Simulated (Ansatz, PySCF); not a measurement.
Dimer: H2O (SMILES O) (first 3 atoms) with CH5N (SMILES CN); geometry from S66by8 set.
(charge 0, multiplicity 1):
```xyz
10

O     -1.9896    -0.5543    -0.0041
H     -2.3483     0.3333     0.0282
H     -1.0281    -0.4167     0.0120
N      0.7813    -0.3454     0.0206
H      1.0767    -0.8980    -0.7742
H      1.0914    -0.8561     0.8375
C      1.4406     0.9630    -0.0196
H      1.1301     1.5447     0.8449
H      2.5320     0.9237    -0.0286
H      1.1139     1.4989    -0.9074
```

Monomers are frozen at their geometry in the pair; levels with a basis set take the counterpoise correction. Rows marked so take none.

Rows in 6-31G* carry no dispersion term and start afresh at each structure (6-31G* with six Cartesian d functions). MP2/6-31G* freezes PySCF's default core.

Programs: Ansatz (Gaussian orbitals); PySCF for 6-31G* rows. Each number belongs to the level named beside it.

**Question.** Predict the interaction energy from BP86/6-31G* (no counterpoise).

**Answer.** -33 kJ/mol

Ansatz is a first-principles code.
